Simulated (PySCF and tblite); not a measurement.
Values are calculated unless marked as measured or tabulated.
C₇H₈, numbered as in [CH:1]1=[CH:2][C@@H:3]2[CH:4]=[CH:5][C@@H:6]2[CH2:7]1.

The ensemble was built from 90 distance-geometry starts (ETKDG and KDG, MMFF94s, GFN2-xTB) and rests on GFN2-xTB geometries. Energies: B3LYP-D3(BJ)/pcSseg-1 (IEF-PCM, chloroform), with GFN2-xTB thermal terms (modes under about 100 cm⁻¹ blended into free rotors). Symmetry numbers and mirror images are counted. Conformers within 2.5 kcal/mol (GFN2-xTB free energy) were kept, 4 at most. GIAO shieldings: B3LYP/pcSseg-1 (IEF-PCM, chloroform). Shifts are against TMS (¹H), TMS (¹³C) at the same level; of two unlike H on one atom, a is the less shielded. Codes: tblite and PySCF.

Predict the averaged NMR shifts at 298.15 K.

¹H: 6.76 (H4, 1H), 6.44 (H5, 1H), 6.10 (H2, 1H), 5.74 (H1, 1H), 3.75 (H3, 1H), 3.27 (H6, 1H), 2.58 (H7a, 1H), 2.32 (H7b, 1H) ppm. ¹³C: 156.5 (C4), 150.4 (C5), 141.6 (C2), 139.7 (C1), 60.6 (C3), 48.2 (C6), 38.2 (C7) ppm.

Shifts are unscaled: against experiment ¹³C can be off by 15 ppm or more and ¹H by 0.8 ppm.
